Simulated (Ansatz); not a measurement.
Cost and result for the atomization energy of C3H5N (`NC1=CC1`) (9 atoms, 9 bonds).

Cartesian coordinates in Å:
```
N 0.850 -1.327 0.065
C 0.085 -0.234 -0.149
C -0.668 0.519 -0.887
C -0.284 1.061 0.467
H 0.702 -2.118 -0.539
H 1.045 -1.559 1.023
H -1.182 0.726 -1.807
H -1.018 1.081 1.278
H 0.469 1.851 0.549
```

The species carries charge 0 and has multiplicity 1. All single points use the PBE0-D4/def2-TZVP geometry. It is one conformer, not always the lowest. Program: Ansatz. All runs use 2 threads of an Arm Neoverse V2 on a shared host. Times are those of one run each, without the atoms' runs, and a repeat can differ threefold. Electronic energies, without spin–orbit coupling; frozen cores. CCSD(T)/CBS adds CCSD(T) − MP2 in def2-TZVPP to the MP2 limit, and its time is that of the two runs behind it. T1 = 0.011. B3LYP takes the VWN-RPA correlation (the form of Gaussian; ORCA's B3LYP/G). HSE06 is the plane-wave form, built on full-range PBE exchange.

CCSD(T)/CBS is a level of theory with its own doubt, some kJ/mol a heavy atom from the limit and from the frozen cores, so smaller differences don't rank the functionals.

| level | functions | wall time |
| --- | --- | --- |
| revPBE-D4/def2-TZVPP | 194 | 1.7 s |
| BLYP-D4/def2-TZVPP | 194 | 1.7 s |
| PBE-D4/def2-TZVPP (with forces) | 194 | 2.2 s |
| BHLYP-D4/def2-TZVPP | 194 | 2.3 s |
| CCSD(T)/def2-SVP | 81 | 2.4 s |
| HSE06-D4/def2-TZVPP | 194 | 2.5 s |
| B3LYP-D4/def2-TZVPP (with forces) | 194 | 3 s |
| B2PLYP/def2-TZVPP | 194 | 4 s |
| ωB97X-V/def2-TZVPP | 194 | 6.5 s |
| B97M-V/def2-TZVPP | 194 | 7 s |
| MP2/def2-QZVPP | 378 | 17 s |
| CCSD(T)/def2-TZVPP | 194 | 54 s |
| CCSD(T)/CBS(def2) | – | 70 s |

(1) What atomization energy does each give, and how far from CCSD(T)/CBS? (Estimate.)

## Answers

(1) Computed: 
| level | atomization (kcal/mol) | difference from CCSD(T)/CBS | per bond |
| --- | --- | --- | --- |
| revPBE-D4/def2-TZVPP | 867.3 | 12.8 | 1.4 |
| BLYP-D4/def2-TZVPP | 864.0 | 9.5 | 1.1 |
| PBE-D4/def2-TZVPP (with forces) | 891.9 | 37.4 | 4.2 |
| BHLYP-D4/def2-TZVPP | 829.0 | -25.5 | -2.8 |
| CCSD(T)/def2-SVP | 814.2 | -40.3 | -4.5 |
| HSE06-D4/def2-TZVPP | 871.4 | 16.9 | 1.9 |
| B3LYP-D4/def2-TZVPP (with forces) | 861.7 | 7.2 | 0.8 |
| B2PLYP/def2-TZVPP | 851.4 | -3.1 | -0.3 |
| ωB97X-V/def2-TZVPP | 860.6 | 6.1 | 0.7 |
| B97M-V/def2-TZVPP | 860.8 | 6.3 | 0.7 |
| MP2/def2-QZVPP | 863.4 | 8.9 | 1.0 |
| CCSD(T)/def2-TZVPP | 830.6 | -23.9 | -2.7 |
| CCSD(T)/CBS(def2) | 854.5 | 0.0 | 0.0 |

At CCSD(T), def2-SVP lies −40.3 kcal/mol from the extrapolated value and def2-TZVPP −23.9 kcal/mol: correlation converges slowly with the basis, and small sets miss more of it in the bonded molecule than in its fragments. In def2-TZVPP, CCSD(T) changes the Hartree–Fock value by +233.0 kcal/mol (the triples alone add +15.4 kcal/mol) and MP2 by +251.6 kcal/mol; breaking electron pairs costs correlation energy, which Hartree–Fock lacks. From BLYP to BHLYP (50 % exact exchange), in def2-TZVPP and without D4, the atomization energy moves by −31.3 kcal/mol: exact exchange takes away binding that semilocal exchange gives to molecules.
